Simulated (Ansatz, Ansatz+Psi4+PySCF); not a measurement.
```xyz
8

B     0.0092    0.0040    0.8812
B    -0.0043   -0.0089   -0.8822
H     0.9850    0.0054    0.0009
H    -0.9998   -0.0043   -0.0063
H     0.0015    1.0521    1.4766
H     0.0064   -1.0510    1.4590
H     0.0017    1.0545   -1.4573
H     0.0092   -1.0518   -1.4627
```

Basis set: cc-pVTZ (spherical functions). Left uncorrelated: 2 orbitals. Charge 0, multiplicity 1.

Computed with Ansatz (development build ahead of 0.2.0); each method stands on the lowest determinant of its kind that the runs found. Restricted open shells among the atoms or ions are ROHF, correlated in semicanonical orbitals with singles.

Q: Give the atomization energy at this shape (free ground-state atoms in the same class of orbitals less the molecule, no zero-point energy) of singlet B₂H₆ by RHF-MP2, RHF.

A:

```tsv
method	atomization energy
RHF-MP2	592.85 kcal/mol
RHF	488.76 kcal/mol
```
